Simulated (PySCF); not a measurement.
Compound: C4H8N (doublet state).
Bonds: C1–C2, C2–C3, C2–C4, C4–N5 (double). Hydrogens: H6, H7, H8 on C1; H9 on C2; H10, H11, H12 on C3; H13 on C4.

Theory: PySCF 2.14.0, PBE0-D3(BJ)/def2-SVP geometry optimisation, gas phase.

Q: Give the optimised bond lengths and angles.

A: 
```json
{"bond": "C1–C2, C2–C3", "length (Å)": "1.526", "order": "single"}
{"bond": "C2–C4", "length (Å)": "1.518", "order": "single"}
{"bond": "C4=N5", "length (Å)": "1.245", "order": "double"}
{"bond": "C1–H6 and 5 like bonds", "length (Å)": "1.101", "order": "single"}
{"bond": "C2–H9", "length (Å)": "1.102", "order": "single"}
{"bond": "C4–H13", "length (Å)": "1.113", "order": "single"}
```

Bonds in one row agree within 0.01 Å and their mean is given. Orders are formal, as drawn. A selection of angles:
```json
{"angle": "C2–C1–H6", "degrees": "111.1"}
{"angle": "C2–C1–H7", "degrees": "110.5"}
{"angle": "H6–C1–H7", "degrees": "107.6"}
{"angle": "C1–C2–C3", "degrees": "112.2"}
{"angle": "C1–C2–C4", "degrees": "109.7"}
{"angle": "C1–C2–H9", "degrees": "109.2"}
{"angle": "C4–C2–H9", "degrees": "106.7"}
{"angle": "C2–C4–N5", "degrees": "125.3"}
{"angle": "C2–C4–H13", "degrees": "115.8"}
{"angle": "N5–C4–H13", "degrees": "118.9"}
```

Torsions: C1–C2–C4–N5 -119° (anticlinal).

C4 (carbon bonded to C, N and H) is planar (angles 125.3°, 118.9° and 115.8°, sum 360.0°, 0.00 Å off the plane of its three neighbours).

Point group: Cs (every atom within 0.08 Å of its image). PBE0-D3(BJ)/def2-SVP frequencies: not computed here. ⟨S²⟩ = 0.762 (exact for a doublet: 0.75).

One conformer stands for the species.
